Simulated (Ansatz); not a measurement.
CH2BO+: structure from calculated spectroscopic constants

These gas-phase data were calculated for one isomer of CH2BO+ at PBE0-D3(BJ)/def2-SVP (harmonic, unscaled wavenumbers; equilibrium rotational constants with average atomic masses):

```
rotational constants            : 282.4, 8.442, 8.197 GHz
all wavenumbers above 1500 cm⁻¹ : 3220, 3102, 2045
```

Candidates:

(1) `B1[CH+]O1`, a singlet
(2) `[CH2+]B=O`, a singlet

**Question.** Which candidate do the data belong to?

**Answer.** Candidate (2). No mode falls between 2350 and 2900 cm⁻¹, where the B–H stretch of (1) would stand.

The same quantities for all candidates:

```tsv
	rotational constants (GHz)	wavenumbers above 1500 cm⁻¹	E above the lowest, PBE0-D3(BJ)/def2-SVP (kcal/mol)
(1)	40.79, 25.32, 15.62	3206, 2849, 1580	0.0
(2)	282.4, 8.442, 8.197	3220, 3102, 2045	9.8
```

Harmonic stretches to hydrogen usually lie a few per cent above observed fundamentals. Each candidate is one conformer. Programs: Ansatz 0.2.0.
